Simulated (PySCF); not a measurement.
C4H12NP.
Z-matrix (Å and degrees, PBE0-D3(BJ)/def2-SVP geometry), rows numbered from 1:
```
C 
N   1  1.4466
C   2  1.4465  1  111.10
P   2  1.7694  1  113.37  3  -128.97
C   4  1.8463  2   98.80  1   -66.35
C   4  1.8462  2   98.78  1  -165.43
H   1  1.1027  2  109.26  3   -56.74
H   1  1.0996  2  110.97  3  -174.51
H   1  1.1124  2  113.93  3    63.42
H   3  1.0996  2  110.96  1   174.73
H   3  1.1027  2  109.27  1    56.95
H   3  1.1124  2  113.93  1   -63.22
H   5  1.1010  4  108.04  2  -163.01
H   5  1.1018  4  111.13  2   -42.84
H   5  1.0994  4  111.22  2    79.53
H   6  1.1017  4  111.12  2    42.83
H   6  1.0995  4  111.19  2   -79.50
H   6  1.1010  4  108.07  2   163.04
```

The closed-shell ground state was solved at several levels (PySCF, density fitting, gas phase, non-relativistic).

| level | basis functions | total energy (Eh) | HOMO (eV) | LUMO (eV) | gap (eV) | dipole (D) |
| --- | --- | --- | --- | --- | --- | --- |
| PBE0/cc-pVDZ | 148 | -555.3566 | -5.38 | 1.54 | 6.92 | 0.76 |
| PBE0/aug-cc-pVDZ | 250 | -555.3751 | -5.58 | -0.04 | 5.54 | 0.90 |

(1) Estimate the row for PBE0/pcSseg-0, a basis of 82 functions; the other rows only guide the guess.

(2) Over all these levels, which gives the widest orbital gap and which the narrowest?

(3) How much does the basis alone move the frontier levels among the 3 PBE0 rows (the withheld one included)?

(4) How far do the dipole and the HOMO energy spread over the levels?

Results:

(1) Total energy -554.4564 Eh, HOMO -5.40 eV, LUMO 1.59 eV, gap 6.99 eV, dipole 0.56 D.

(2) PBE0/pcSseg-0 has the widest, 6.99 eV, and PBE0/aug-cc-pVDZ the narrowest, 5.54 eV. From the narrowest to the widest the HOMO moves by +0.18 eV and the LUMO by +1.63 eV.

(3) The HOMO by 0.20 eV and the LUMO by 1.63 eV. By rising basis size (HOMO, LUMO in eV): pcSseg-0 -5.40, 1.59; cc-pVDZ -5.38, 1.54; aug-cc-pVDZ -5.58, -0.04.

(4) The dipole runs from 0.56 to 0.90 D (mean 0.74 D) and the HOMO from -5.58 to -5.38 eV.

One conformer stands for the species.
